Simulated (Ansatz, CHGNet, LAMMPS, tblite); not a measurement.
# Zinc-blende GaAs, zone-centre TO phonon frequency

Reference value: 271 cm⁻¹ (measured, temperature not stated, not corrected to a static lattice, our sources range from 268 to 271; as tabulated in Han and Bester (2011), arXiv:1107.0196).

```csv
level (code),value (cm⁻¹),cell (Å³/atom),difference (%)
BOP GaAs.bop.table (LAMMPS),306,22.71,+12.9
GFN2-xTB (tblite),166,27.62,-39
CHGNet-r²SCAN,75,22.75,-72
LDA (Ansatz),269,21.99,-0.7
PBE (Ansatz),252,23.70,-7.0
PBE-D3(BJ) (Ansatz),263,22.85,-3.0
r²SCAN (Ansatz),265,22.75,-2.2
B3LYP (VWN-RPA form) (Ansatz),256,23.95,-5.5
LC-ωPBE (Ansatz),294,21.64,+8.5
r²SCAN0 (Ansatz),275,22.41,+1.5
r²SCANh (Ansatz),270,22.60,-0.4
Hartree–Fock (Ansatz),276,23.83,+1.8
```

Leaving aside GFN2-xTB (imaginary modes in this run): Once the reference is moved by up to 3.0 % (a margin picked here for doubts on the reference and the settings, and for temperature and zero-point motion) and values within 0.7 % count as equal, the nearest can be r²SCANh (-0.4 %), LDA (-0.7 %), r²SCAN0 (+1.5 %), Hartree–Fock (+1.8 %), r²SCAN (-2.2 %) or PBE-D3(BJ) (-3.0 %). Among them CHGNet-r²SCAN (-72 %) misses by most.

The reference isn't brought to a static lattice, while the calculations are for one, so the differences are not the levels' errors alone.  GFN2-xTB: the method was fitted mainly to molecules. GFN2-xTB: the run uses a supercell at the zone centre in place of a k mesh. PBE-D3(BJ): the dispersion coefficients are held fixed in the derivatives. Each level is taken at its own relaxed cell. Cutoffs and k meshes differ between the levels. Ansatz's density-functional and Hartree–Fock values are scalar-relativistic unless marked +SOC, with PAW data made under PBE.

Empirical potentials (BOP GaAs.bop.table) are fitted to chosen data: where that held the value shown, agreement is built in, and what lay outside the fit can be far off. Machine-learned potentials (CHGNet-r²SCAN) are trained on DFT data: a solid inside that data is no test of them.

Differences are worked out from the printed values.

Ansatz is a quantum-chemistry and plane-wave program.
